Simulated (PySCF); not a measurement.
# PO₂⁺: relaxation and vibrations of the triplet

Aim: relax PO₂⁺ as a triplet from a end-on start, check by its vibrations whether the end is a minimum, and collect its spectrum and constants.

The runs use PySCF 2.14.0; BP86, basis P def2-TZVP, O def2-TZVP, no relativity, density fitting.

**1. Where the work starts**

3 atoms, charge 1, spin multiplicity 3.

Bond lengths: P1–O2 1.792 Å, O2–O3 1.445 Å. Angles: P1–O2–O3 119.9°.

Coordinates in bohr (charge 1 multiplicity 3):
```
P     0.0000    0.0000    0.0000
O     0.0000    0.0000    3.3868
O     2.3674    0.0000    4.7474
```

**2. Finding the electronic state**

The steps below are one call of a driver around PySCF. For each, scf.py gives the equivalent set-up of the SCF; relaxations use the driver's own optimiser. The state is first sought with PBE. After this first run the driver tries any further starts and a stability analysis.

Contents of scf.py:

```python
from pyscf import gto, scf, dft
mol = gto.M(atom='''
P      0.000000     0.000000     0.000000
O      0.000000     0.000000     1.792200
O      1.252800     0.000000     2.512200''',
    basis={'P': 'def2-TZVP', 'O': 'def2-TZVP'},
    charge=1, spin=2)
mf = dft.UKS(mol, xc='PBE')
mf.grids.atom_grid = (50, 194)
aux = {'P': 'def2-universal-JKFIT', 'O': 'def2-universal-JKFIT'}
mf = mf.density_fit(auxbasis=aux)
mf.conv_tol = 1e-08
mf.diis_space = 10
mf.max_cycle = 60
mf.init_guess = 'minao'
mf.verbose = 4
mf.kernel()
```

Started as:

```bash
> OMP_NUM_THREADS=2 python axn.py task.json out
```

After this run come: Relaxation: end-on start, triplet; Hessian and properties.

Before running it: what results should come out? Wanted: minimum; geometry; wavenumbers; dipole moment; highest occupied, lowest empty level; polar-tensor charge of P1; zero-point energy; ⟨S²⟩.

The runs gave:

| quantity | value |
| --- | --- |
| minimum | triplet, Cs |
| geometry | O–O 1.320 Å, P–O 1.616 Å; O–O–P 129.4° |
| wavenumbers (cm⁻¹) | 349 (a'), 765 (a'), 859 (a') |
| dipole moment (centre of mass) | 2.68 D |
| highest occupied, lowest empty level (either spin) | -13.67, -13.55 eV |
| polar-tensor charge of P1 | +0.83 e |
| zero-point energy | 11.8 kJ/mol |
| entropy at 298.15 K | 267.4 J/(mol K) |
| ⟨S²⟩ | 2.007 |

In words: The end-on start keeps its Cs symmetry and ends in a minimum. The strongest infrared band lies at 859 cm⁻¹ (a'). Only this shape and spin were tried, so other structures or states may lie lower.
